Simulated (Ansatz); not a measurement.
Ansatz (an electronic-structure program) input (BHLYP/def2-TZVPD):

Ansatz 0.2 input:
```yaml
crystal:
  periodic: [false, false, false]
  atoms:
    - {symbol: C, position_ang: [0.00728032, 0.00031015, 0.17491065]}
    - {symbol: H, position_ang: [-0.01040746, 0.86106198, -0.52673636]}
    - {symbol: H, position_ang: [-0.03327446, -0.86292291, -0.52272756]}
basis:
  gaussian:
    orbitals: def2-TZVPD
hamiltonian:
  xc: {name: BHLYP}
total_charge: -1
magnetization: {spin_polarized: true, initial_magnetization: 1}
```

End of the output:

```
integrals: 0.00 GiB planned
331 factors; their error is unknown
mean field: 0.10 GiB planned
mean field evaluation 1: about -1065.2143 eV, gradient 5.3e0 eV
mean field evaluation 2: about -1065.4223 eV, gradient 2.0e0 eV
mean field evaluation 4: about -1065.4503 eV, gradient 3.6e-1 eV
mean field evaluation 8: about -1065.4526 eV, gradient 4.1e-3 eV
mean field -1065.45259732 eV, -39.1546607618 hartree, gradient 5.9e-5 eV, S^2 0.756066; 0 other end points of the search recorded, 0 dependent functions left out
reference -1065.45273129 eV, -39.1546656852 hartree; 5, 4 occupied and 50, 51 virtual orbitals, 331 factors
Total energy: -1065.45273129 eV, -39.1546656852 hartree
```

This state (charge -1, doublet) is run at the relaxed geometry of the species with charge 0 and multiplicity 1.
